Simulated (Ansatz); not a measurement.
Strontium, fcc: convergence with Fermi-Dirac smearing

Computed with Ansatz, r²SCAN, scalar-relativistic PAW, on the relaxed cell (a = 6.104 Å; spin not included). Errors count from a run at 500 eV on a Γ-centred 15×15×15 mesh with Fermi-Dirac smearing of 0.1 eV, extrapolated to zero width. Fixed here: cutoff 500 eV, mesh 9×9×9. The SCF starts from atomic densities corrected by a trained network.

| width (eV) | E(σ→0) error (meV/atom) | F error (meV/atom) | P (GPa) | SCF iterations |
| --- | --- | --- | --- | --- |
| 0.01 | 7.7 | 7.0 | -0.05 | 7 |
| 0.03 | 6.6 | 3.3 | -0.03 | 7 |
| 0.1 | 2.6 | -19.1 | 0.00 | 7 |
| 0.3 | -0.1 | -182.7 | 0.11 | 7 |
| 0.6 | -41.3 | -705.2 | 0.37 | 7 |
| 1.0 | -199.5 | -1795.7 | 1.03 | 6 |

What does the run at 0.2 give (width)?

E(σ→0) error (meV/atom): 0.6; F error (meV/atom): -80.9; P (GPa): 0.05; SCF iterations: 7.
